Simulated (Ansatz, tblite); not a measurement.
# The cluster Si₃Mo+: a ladder of methods and basis sets

One table from this session's results is given with a row withheld; the runs are named, their logs left out.

Method: as each input shows; program: Ansatz 0.2.0, Gaussian basis.

The runs, in order: GFN1-xTB, GFN2-xTB, PBE-D4/def2-TZVP, r2SCAN-D4/def2-TZVP, PBE-QIDH/def2-TZVP, BLYP-D4/def2-TZVP, r2SCAN0-D4/def2-TZVP, ωB97X-V/def2-TZVP, ωB97M-V/def2-TZVP, PBE+5HF/def2-TZVP, PBE+10HF/def2-TZVP, PBE+15HF/def2-TZVP, PBE+35HF/def2-TZVP, PBE+50HF/def2-TZVP, PBE-D4/def2-SVP, PBE0-D4/def2-SVP, CCSD(T)/def2-TZVPP, MP2/def2-TZVP, RPA/def2-TZVP.

2 further runs of the same task are left out: 2 that didn't finish. Runs told in other sessions of the task aren't counted.

### The geometry

The geometry is that of the doublet, from an earlier relaxation (r2SCAN-D4/def2-SVP). At that level it is the lowest of the isomers that a small search found.

4 atoms, charge 1, spin multiplicity 2.

Bond lengths: Mo1–Si2 2.357 Å, Mo1–Si3 2.282 Å, Mo1–Si4 2.282 Å, Si2–Si3 2.446 Å, Si2–Si4 2.445 Å. Angles: Si2–Mo1–Si3 63.6°, Si2–Mo1–Si4 63.6°, Si3–Mo1–Si4 70.6°, Mo1–Si2–Si3 56.7°, Mo1–Si2–Si4 56.7°, Si3–Si2–Si4 65.3°, Mo1–Si3–Si2 59.7°, Mo1–Si4–Si2 59.7°.

Mo takes a core potential in the def2 sets. No spin-orbit coupling is included. The ion is computed in the gas phase, without counter-ions or solvent.

PBE0-D4/def2-TZVP was run before; its log isn't repeated, and its numbers join the tables.

The first run:

Tight binding, by tblite at 300 K electronic temperature and without a spin-polarisation term:

```python
tblite.interface.Calculator('GFN1-xTB', numbers, positions, charge=1, uhf=1).singlepoint()
```

Tight binding, by tblite at 300 K electronic temperature and without a spin-polarisation term:

```python
tblite.interface.Calculator('GFN2-xTB', numbers, positions, charge=1, uhf=1).singlepoint()
```

start.molden holds the orbitals of an earlier run on this state, given as this run's starting guess.

The input, in.yaml:

```yaml
crystal:
  periodic: [false, false, false]
  atoms:
    - {symbol: Mo, position_ang: [-0.159053, -0.254144, -1.312275]}
    - {symbol: Si, position_ang: [0.068553, -1.233509, 0.819134]}
    - {symbol: Si, position_ang: [1.355662, 0.715159, 0.093035]}
    - {symbol: Si, position_ang: [-1.265171, 0.772494, 0.400106]}
basis:
  gaussian: {orbitals: def2-TZVP, initial_orbitals: start.molden}
total_charge: 1
magnetization: {spin_polarized: true, initial_magnetization: 1}
hamiltonian: {xc: pbe, dispersion: d4}
scf: {omitted_lower_state_checks: [starts]}
output: {orbitals: {seedname: orbitals}}
```

Started as:

```bash
> ansatz run in.yaml --threads 4 --pin off --events-out ev --progress --plain --max-ram 3916MiB
```

Steps of the session up to this table: PBE-D4/def2-TZVP; r2SCAN-D4/def2-TZVP; PBE-QIDH/def2-TZVP; BLYP-D4/def2-TZVP; r2SCAN0-D4/def2-TZVP; ωB97X-V/def2-TZVP; ωB97M-V/def2-TZVP; PBE+5HF/def2-TZVP; PBE+10HF/def2-TZVP; PBE+15HF/def2-TZVP; PBE+35HF/def2-TZVP; PBE+50HF/def2-TZVP; PBE-D4/def2-SVP; PBE0-D4/def2-SVP; CCSD(T)/def2-TZVPP; MP2/def2-TZVP; RPA/def2-TZVP.

One table of the session follows, with a row left open; its other results are not shown here.

It belongs to the step «Levels side by side». 

| level | HOMO (eV) | LUMO (eV) | gap (eV) |
| --- | --- | --- | --- |
| PBE-D4/def2-SVP | -10.51 | -10.19 | 0.32 |
| PBE-D4/def2-TZVP | -10.37 | -10.03 | 0.33 |
| BLYP-D4/def2-TZVP | -10.20 | -9.88 | 0.32 |
| r2SCAN-D4/def2-TZVP | ? | ? | ? |
| PBE0-D4/def2-SVP | -11.48 | -9.21 | 2.28 |
| PBE0-D4/def2-TZVP | -11.32 | -9.01 | 2.31 |
| r2SCAN0-D4/def2-TZVP | -11.36 | -8.82 | 2.54 |
| ωB97X-V/def2-TZVP | -13.42 | -6.88 | 6.54 |
| ωB97M-V/def2-TZVP | -13.26 | -6.85 | 6.41 |
| PBE+5HF/def2-TZVP | -10.56 | -9.83 | 0.72 |
| PBE+10HF/def2-TZVP | -10.75 | -9.63 | 1.12 |
| PBE+15HF/def2-TZVP | -10.94 | -9.43 | 1.51 |
| PBE+35HF/def2-TZVP | -11.69 | -8.59 | 3.10 |
| PBE+50HF/def2-TZVP | -12.21 | -7.96 | 4.25 |

**Question.** Estimate the row for r2SCAN-D4/def2-TZVP.

As computed: HOMO (eV): -10.51; LUMO (eV): -9.83; gap (eV): 0.68.

Limits of these values: Doubts: large T1 diagnostic, spin contamination. Notes on CCSD(T)/def2-TZVPP: large T1 diagnostic, spin contamination.
